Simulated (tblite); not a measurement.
C3HOP.
InChI=1S/C3HOP/c1-2-5-3-4/h1H

Computed values, GFN2-xTB/tblite, gas phase, harmonic and unscaled. This tight-binding method is rough: wavenumbers can miss measured ones by several per cent, in bad cases by 10 to 20.

Harmonic wavenumbers (cm⁻¹): 58.7, 245.5, 249.7, 330.9, 467.3, 607.4, 653.9, 673.9, 836.5, 2073.1, 2179.2, 3371.2.

A = 7659, B = 3240, C = 2277 MHz; mass 83.977 u (most abundant isotopes); point group Cs, symmetry number 1.

Question: What is the zero-point energy?

Answer: ½Σν̃ = 5874 cm⁻¹ = 16.79 kcal/mol.

Question: What is S at 200 K and 1 bar for an ideal gas of classical rigid rotors and harmonic oscillators?

Answer: Translation 37.24, rotation 24.95, vibration 7.23: S = 69.4 cal/(mol K).

Question: And Cp and H(200 K) − H(0)?

Answer: Cp = 16.53 cal/(mol K), of which vibrations give 8.58 (their classical limit is 12 R = 23.8); H(200 K) − H(0) = 2.40 kcal/mol without the zero-point energy, 0.81 from vibrations.

Question: What must be added to the electronic energy to get the Gibbs energy at 200 K and 1 bar?

Answer: ZPE + [H(200 K) − H(0)] − T·S = 16.79 + 2.40 − 13.89 = 5.30 kcal/mol.

Question: Blend soft modes into free rotors: weight 1/[1 + (100 cm⁻¹/ν̃)⁴] for the oscillator and the rest for a rotor with moment μB/(μ + B), μ = h/(8π²ν), B = 10⁻⁴⁴ kg m². What vibrational entropy results?

Answer: 6.61 cal/(mol K) in place of 7.23, which changes −T·S at 200 K by +0.12 kcal/mol.

Hindered rotation and anharmonicity are outside this model.

Hardware: one thread, Arm Neoverse V1 (aarch64), no GPU, shared host with 32 logical CPUs at a one-minute load of 15. Cost: under 0.1 s wall. The figure is for the frequency step alone.
